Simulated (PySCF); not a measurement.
Gas-phase reaction: 2 BH + 2 C₃H₈ = B₂H₆ + 2 C₃H₆ (propylene)

Method: PySCF energies plus ideal-gas RRHO corrections (1 bar). † marks an energy on the PBE0/def2-TZVP geometry and frequencies; other levels use their own. CCSD(T) freezes the core. 6-31G* has spherical d functions here. All species are closed-shell singlets. B3LYP is the form with VWN-RPA correlation. CCSD(T) isn't extrapolated to the basis-set limit; its ΔH°(298 K) is -562.0 kJ in def2-SVP and -573.2 kJ in def2-TZVPP. The harmonic model lacks anharmonicity and excited electronic states, which grow with temperature; levels with a mode under 35 cm⁻¹ are left out. Internal rotation in C₃H₈, C₃H₆ (propylene) is treated as a harmonic vibration of one conformer, which makes the entropy rough.

```csv
level,"ΔE electronic, kJ","ΔH°(298 K), kJ","ΔS°(298 K), J/K","ΔG°(600 K), kJ"
B3LYP/def2-TZVP†,-637,-632,-119,-560
CCSD(T)/def2-SVP†,-567,-562,-119,-489
HF/6-31G*,-500,-494,-120,-421
HF/def2-TZVP†,-509,-504,-119,-432
PBE/def2-TZVP†,-682,-677,-119,-605
PBE0/def2-QZVP†,-659,-655,-119,-582
PBE0/def2-SVP†,-658,-653,-119,-580
r2SCAN/def2-TZVP†,-684,-680,-119,-607
ωB97M-V/def2-TZVP†,-616,-611,-119,-539
```
ΔH° is lowest at r2SCAN/def2-TZVP† and highest at HF/6-31G*. No reference value is set beside these.
